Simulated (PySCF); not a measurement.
**Field gradients at the hydrogen positions**

C₄H₁₁P.
SMILES with atom numbers: `[CH2:1]=[P:2]([CH3:3])([CH3:4])[CH3:5]` (hydrogens: H6, H7 on C1; H8, H9, H10 on C3; H11, H12, H13 on C4; H14, H15, H16 on C5)

Geometry (PBE0-D3(BJ)/def2-SVP, Å), atoms numbered from 1 in this order:
```
atom  x, y, z in Å
C1     0.6573    1.3852    1.1404
P2     0.1212    0.1769    0.1139
C3     1.1807   -0.5662   -1.2155
C4    -1.3276    0.7309   -0.8387
C5    -0.3728   -1.2991    1.0573
H6     1.3624    1.1026    1.9268
H7     0.7561    2.3923    0.7259
H8     0.6641   -1.3482   -1.7956
H9     2.0797   -0.9952   -0.7477
H10    1.5040    0.2366   -1.8954
H11   -1.0445    1.6243   -1.4152
H12   -2.1273    1.0079   -0.1390
H13   -1.6771   -0.0458   -1.5341
H14   -0.6983   -2.1148    0.3956
H15    0.4916   -1.6405    1.6463
H16   -1.1780   -1.0228    1.7511
```

Level: PBE0/pcSseg-1 (PySCF, non-relativistic); Q(2H) = 0.00286 b; rigid geometry, the same for H and D, with no vibrational averaging.

**Question.** Tabulate Vzz, the asymmetry η and χzz = 234.96 MHz × Q × Vzz for every hydrogen position.

**Answer.** 
```
atom  bonded to  bond length (Å)  Vzz (au)     η  χzz (kHz)
  H6         C1            1.093    0.3263  0.17        219
  H7         C1            1.093    0.3263  0.17        219
  H8         C3            1.102    0.2932  0.00        197
  H9         C3            1.101    0.2950  0.01        198
 H10         C3            1.101    0.2950  0.01        198
 H11         C4            1.100    0.2942  0.02        198
 H12         C4            1.098    0.2963  0.01        199
 H13         C4            1.100    0.2954  0.01        198
 H14         C5            1.100    0.2954  0.01        199
 H15         C5            1.100    0.2942  0.02        198
 H16         C5            1.098    0.2963  0.01        199
```

**Question.** How does χzz go with the bond length over the 11 C–H bonds?

**Answer.** A straight-line fit has a slope of -28.1 kHz for each 0.01 Å, with a correlation coefficient of -0.94, over lengths from 1.093 to 1.102 Å. The longer bonds have the smaller couplings here.

Isolated species at its PBE0-D3(BJ)/def2-SVP geometry, gas phase. These gradients aren't converged with respect to the basis.

The run behind these numbers computed NMR shieldings as well. The run took 16 s (grids of density and orbitals included) on Arm Neoverse V2, one thread (shared host), and the process peaked at 0.81 GiB of memory.
